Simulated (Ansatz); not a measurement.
# FH2SSi− (SMILES F[SiH2][S-]): one structure at several levels

The atoms stand at a frame of a short trajectory. How far do the functionals agree with CCSD(T) there?

Computed with Ansatz 0.2.0, Gaussian basis. Level: single points in def2-TZVPPD.

Correlated methods freeze the cores.

### Step 1. Where the work starts

5 atoms, charge -1, spin multiplicity 1.

Atoms are counted from 1 here; the program's logs count them from 0.

Bond lengths: F1–Si2 1.708 Å, Si2–S3 2.054 Å, Si2–H4 1.590 Å, Si2–H5 1.463 Å. Angles: F1–Si2–S3 116.2°, F1–Si2–H4 102.3°, F1–Si2–H5 99.5°, S3–Si2–H4 106.9°, S3–Si2–H5 125.3°, H4–Si2–H5 104.0°.

As a file:

```xyz
5
FH2SSi
F    -0.32138   -0.12787    1.55209
Si    0.15938    0.10312   -0.07029
S    -1.15642    1.12658   -1.26967
H     0.22220   -1.38742   -0.61933
H     1.56131    0.46094    0.14303
```

### Step 2. PBE-D4/def2-TZVPPD

run/in.yaml reads:

```yaml
crystal:
  periodic: [false, false, false]
  atoms:
    - {symbol: F, position_ang: [-0.321376, -0.127874, 1.552090]}
    - {symbol: Si, position_ang: [0.159378, 0.103121, -0.070287]}
    - {symbol: S, position_ang: [-1.156416, 1.126579, -1.269671]}
    - {symbol: H, position_ang: [0.222200, -1.387419, -0.619328]}
    - {symbol: H, position_ang: [1.561312, 0.460940, 0.143029]}
basis:
  gaussian: {orbitals: "def2-TZVPPD.json"}
total_charge: -1
hamiltonian: {xc: pbe, dispersion: d4}
output: {forces: true}
```

The basis file named in the input lies beside it (Basis Set Exchange, JSON).

Run with:

```
ansatz run in.yaml --threads 2 --pin off --events-out ev --progress --plain --max-ram 3481MiB
```

### Step 3. r2SCAN-D4/def2-TZVPPD

run/in.yaml: that of step 2 with these lines changed.

```diff
@@ -11,3 +11,3 @@
 total_charge: -1
-hamiltonian: {xc: pbe, dispersion: d4}
+hamiltonian: {xc: r2scan, dispersion: d4}
 output: {forces: true}
```

### Step 4. PBE0-D4/def2-TZVPPD

run/in.yaml: that of step 3 with these lines changed.

```diff
@@ -11,3 +11,3 @@
 total_charge: -1
-hamiltonian: {xc: r2scan, dispersion: d4}
-output: {forces: true}
+hamiltonian: {xc: pbe0, dispersion: d4}
+output: {forces: true, orbitals: {seedname: orbitals}}
```

### Step 5. wB97M-V/def2-TZVPPD

run/in.yaml: that of step 4 with these lines changed.

```diff
@@ -11,3 +11,3 @@
 total_charge: -1
-hamiltonian: {xc: pbe0, dispersion: d4}
-output: {forces: true, orbitals: {seedname: orbitals}}
+hamiltonian: {xc: {name: wB97M-V}}
+output: {forces: true}
```

### Step 6. CCSD(T)/def2-TZVPPD

run/in.yaml: that of step 5 with these lines changed.

```diff
@@ -11,3 +11,3 @@
 total_charge: -1
-hamiltonian: {xc: {name: wB97M-V}}
+correlation: {method: ccsd_t}
 output: {forces: true}
```

(Steps that only read results are left out.)

Before running it: what results should come out? Wanted: RMS force component; RMS force error; HOMO and LUMO, PBE0-D4; T1 diagnostic.

**Answer**, as computed:

| quantity | value |
| --- | --- |
| RMS force component | 0.731 to 0.855 eV/Å over the methods |
| RMS force error | PBE-D4 0.223, r2SCAN-D4 0.082, PBE0-D4 0.092, wB97M-V 0.082 eV/Å |
| HOMO and LUMO, PBE0-D4 | -1.31 and 3.92 eV |
| T1 diagnostic | 0.013 |

**Reading.** On forces the order runs from r2SCAN-D4 to PBE-D4. Frozen-core CCSD(T) forces in triple zeta carry basis errors of their own, and this is one geometry, so small gaps rank nothing.
